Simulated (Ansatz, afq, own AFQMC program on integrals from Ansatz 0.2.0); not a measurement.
AFQMC on a folder of integrals that Ansatz 0.2.0 wrote.

```yaml
crystal:
  periodic: [false, false, false]
  atoms:
    - {symbol: S, position_ang: [0.000000, 0.000000, 0.000000]}
    - {symbol: Br, position_ang: [0.000000, 0.000000, 2.272000]}
basis:
  gaussian: {orbitals: cc-pVDZ}
total_charge: 1
magnetization: {spin_polarized: true, initial_magnetization: 2}
correlation: {method: ccsd_t, electrons: outside_noble_gas, hamiltonian_folder: ham}
```

```sh
$ ansatz run in.yaml --threads 1 --pin off --events-out ev --progress --plain --max-ram 1382MiB
```

Options of the walk:

```
--method phaseless --trial hf --walkers 120 --populations 1 --least-time 40 --time-step 0.005 --steps-per-block 20 --equilibration-blocks 112 --max-blocks 600 --target-error 0.00126 --factor-cut 1e-05 --start spin_pure --seed 3961 --taylor-order 6
```

Times are imaginary, in 1/Eh. The walk had a cap of 514 s. Filled inner d shells are frozen with the cores.

Log:

```
orbitals 26  electrons 7 5  factors 182 of 509
reference energy -2969.55561112 Eh
CCSD correlation -0.24082465 Eh in 12 cycles, weight of the determinant in the CISD state 0.8032
energy of the start -2969.556782 Eh
 block  time / (1/Eh)  mean weight  energy / Eh
     1     0.100  1.0014  -2969.596868
     2     0.200  1.0003  -2969.641118
     3     0.300  1.0041  -2969.665780
     4     0.400  1.0041  -2969.695767
     5     0.500  0.9996  -2969.706341
     7     0.700  1.0010  -2969.737235
     9     0.900  0.9991  -2969.770333
    18     1.800  0.9996  -2969.777428
    52     5.200  1.0006  -2969.778324
    86     8.600  1.0000  -2969.814379
   120    12.000  1.0019  -2969.782000
   154    15.400  0.9977  -2969.765946
   188    18.800  0.9985  -2969.788329
   222    22.200  1.0015  -2969.801266
   256    25.600  1.0011  -2969.840528
   290    29.000  1.0017  -2969.803794
   324    32.400  1.0003  -2969.806576
   358    35.800  1.0006  -2969.792310
   392    39.200  0.9994  -2969.833745
   426    42.600  1.0021  -2969.855018
   460    46.000  0.9998  -2969.819160
   494    49.400  0.9981  -2969.800540
   528    52.800  1.0016  -2969.837499
   562    56.200  0.9992  -2969.806931
   596    59.600  0.9993  -2969.805059
   630    63.000  0.9997  -2969.799039
   664    66.400  0.9993  -2969.792831
   698    69.800  1.0005  -2969.806197
blocks merged  error / Eh  count
     1  0.000798  600
     2  0.001072  300
     4  0.001411  150
     8  0.001827  75
    16  0.002221  37
    32  0.002652  18
    64  0.002535  9
energy -2969.808143 +/- 0.002652 Eh
(rows thinned)
```

The run passed its tests (sampling time, drift between the halves within three errors, error under three times the target), which doesn't prove that it has relaxed.

Against this walk (error 72.2 meV) on the same determinant: CCSD(T) 62.0 meV higher (within the noise), CCSDT(Q) 28.3 meV lower (within the noise), a separate phaseless walk with a CISD trial and standard settings 73.8 ± 74.2 meV higher (within the noise). The error is statistical and leaves out the bias of the constraint.

Cautions: constraint bias not in the error; error above the target (72.2 against 34.3 meV); no relativity below Rb; no spin-orbit coupling; inner d shell frozen; lower spins were not checked; higher spins were not checked; strong correlation (T1 0.059, weight of the determinant 0.80, largest double 0.12); unrestricted determinant slightly spin contaminated (⟨S²⟩ 2.05 against 2.00); the bias of populations of 120 walkers isn't removed.

The walk took 90 s on 1 thread of Intel(R) Xeon(R) 6975P-C (Granite Rapids), on a shared host. The log's last line is the phaseless energy.

CCSDT and higher add their correlation energy to the determinant of the CCSD(T) run, since their own runs factorise the integrals more tightly (a shift of under 2 meV). A walk keeps the symmetry of its determinant, which the program's search chose and which needn't be the lowest solution, so a lower state of the same spin and another symmetry isn't excluded.
